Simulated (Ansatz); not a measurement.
`C[C@@H]1O[C@H]1F` + H₂ → `CC1CO1` + H–F  (hydrogenolysis of a C–F bond)

Isolated molecules relaxed with PBE0-D4/def2-TZVP in Ansatz; ΔE leaves out vibrations. CBS: MP2 limit from def2 TZ/QZ plus the TZ coupled-cluster correction, frozen cores. This one scheme is used for every species. Functionals use def2-TZVPP.

| level | ΔE (eV) |
| --- | --- |
| B2PLYP | -0.70 |
| HF/CBS(def2) | -0.75 |

(1) What does CCSD(T)/CBS give? (An estimate is asked.)

Largest T1 diagnostic among the species: 0.012.

## Answers

(1) The calculation gave: -0.79 eV. The listed levels differ from it by 0.09, 0.04 eV.

At CCSD(T), def2-SVP lies +0.22 eV from the extrapolated value and def2-TZVPP +0.05 eV. Leaving LDA and LC-ωPBE aside and taking each functional with its dispersion term where it has one, the values, not all of them listed here, spread over 0.17 eV, from PBE-QIDH to BLYP-D4. LDA lies +0.06 eV from PBE without D4. From r2SCAN to r2SCAN0 (25 % exact exchange), in def2-TZVPP and without D4, ΔE moves by −0.08 eV.
